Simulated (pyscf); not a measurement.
Four-centre exchange: `[F][Nb]([F])([F])([F])[F]` + `[ClH]` → `[F][Cl]` + `[F][NbH]([F])([F])[F]`

Gas phase, singlet surface, charge 0. Bonds broken: F1–Nb2, Cl7–H8. Bonds formed: F1–Cl7, Nb2–H8. Optimised with ωB97X-D3(BJ)/def2-SVP in PySCF.

Transition state (Å):

```xyz
8

F     -1.9985    -0.1453    -0.0458
Nb     0.1811     0.1090     0.1559
F     -0.1652     1.3625     1.4824
F     -0.2901     1.0681    -1.3358
F      0.3628    -1.5937    -0.5648
F      1.9884     0.2020     0.4839
Cl    -2.4613    -1.2958     1.4366
H     -0.7026    -0.9133     1.4035
```

One imaginary mode, 1174i cm⁻¹; descent along it reached the two sides named, in the forms told below.

```tsv
bond	change	reactant side (Å)	saddle	product side
F1–Nb2	breaks	1.854	2.204	2.563
Cl7–H8	breaks	1.290	1.800	2.8
F1–Cl7	forms	3.0	1.933	1.659
Nb2–H8	forms	3.2	1.839	1.731
```

Electronic energies relative to the separated reactants (eV):

| level | barrier | reaction energy | reverse barrier |
|---|---|---|---|
| ωB97X-D3(BJ)/def2-TZVP | 5.77 | +4.69 | 1.08 |
| PBE/def2-TZVP | 5.02 | +4.55 | 0.46 |
| r²SCAN/def2-TZVP | 5.33 | +4.83 | 0.50 |
| B3LYP-D3(BJ)/def2-TZVP | 5.37 | +4.60 | 0.77 |
| PBE0-D3(BJ)/def2-TZVP | 5.54 | +4.68 | 0.87 |
| M06-2X/def2-TZVP | 5.74 | +4.60 | 1.14 |
| ωB97M-D3(BJ)/def2-TZVP | 5.74 | +4.63 | 1.11 |
| HF/def2-TZVP | 7.10 | +4.83 | 2.28 |

With ωB97M-D3(BJ)/def2-TZVP energies and thermal terms (ideal gas, 1 atm, RRHO with modes under 100 cm⁻¹ raised to 100, one conformer, R ln 2 for chiral ones without a mode under 150 cm⁻¹), in eV:

```tsv
T (K)	ΔH‡	ΔG‡	ΔH	ΔG
298	5.68	6.09	+4.62	+4.56
600	5.69	6.49	+4.60	+4.50
900	5.71	6.89	+4.60	+4.46
1200	5.73	7.28	+4.60	+4.41
```

On the reactant side the descent ends in an adduct with a Cl–Nb contact (not fully relaxed), 0.37 eV under the separated species and 6.13 eV under the saddle at ωB97X-D3(BJ)/def2-TZVP. On the product side the descent ends in an adduct with a F–Nb contact, 0.11 eV under the separated species and 1.18 eV under the saddle at ωB97X-D3(BJ)/def2-TZVP. What is counted as broken (F–Nb) persists as a longer contact in the product adduct; parting that adduct is a step of its own. The same reactants have a lower exit, to HF + F–Nb(F)(F)(F)–Cl (barrier +0.36 eV at ωB97M-D3(BJ)/def2-TZVP, against +5.74 eV here). This is the saddle that the search found; another between the same sides may lie lower. A restricted solution here is unstable towards spin polarisation, so biradical character is likely and single-reference numbers are less safe. Elements past Kr carry the def2 core potentials, without spin-orbit coupling.
